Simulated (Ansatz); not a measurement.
For trigonal Se, PBE-D4 (PAW; Ansatz, a first-principles code) gives:

| Item | Result |
|---|---|
| lattice parameter a | 4.058 Å |
| lattice parameter c | 5.132 Å |
| bulk modulus | 23.4 GPa |
| cohesive energy | 2.99 eV/atom |
| band gap | 0.46 eV |

What does r²SCAN-D4 (plane waves, PAW; Ansatz) give for the same quantities?


- lattice constant a: 4.362 Å (goes up by 7.5 %)
- lattice parameter c: 5.013 Å (drops by 2.3 %)
- bulk modulus: 12.6 GPa (drops by 46 %)
- cohesive energy: 2.65 eV/atom (shrinks by 0.34 eV/atom)
- band gap: 1.17 eV (rises by 0.71 eV)

For comparison: lattice constant a 4.365 Å (measured, 293 K, no zero-point or thermal correction; as tabulated in Wikipedia's data pages); lattice parameter c 4.958 Å (measured, 293 K, no zero-point or thermal correction; as tabulated in Wikipedia's data pages); cohesive energy 2.46 eV/atom (measured, 0 K, copied from a table, unchecked, 0 K, 1 atm; zero-point vibration energy not added; as tabulated in Kittel's textbook).

Changes are worked out from the printed values.

Unless a cell is named, each level is at its own relaxed cell (PBE-D4 24.40, r²SCAN-D4 27.54 Å³/atom).

Levels without +SOC have no spin–orbit coupling; where heavier elements are present it shifts gaps, mostly down, and can invert bands. Density-functional gaps are differences of (generalised) Kohn–Sham levels.

Ansatz's density-functional and Hartree–Fock values are scalar-relativistic unless marked +SOC, with PAW data made under PBE.
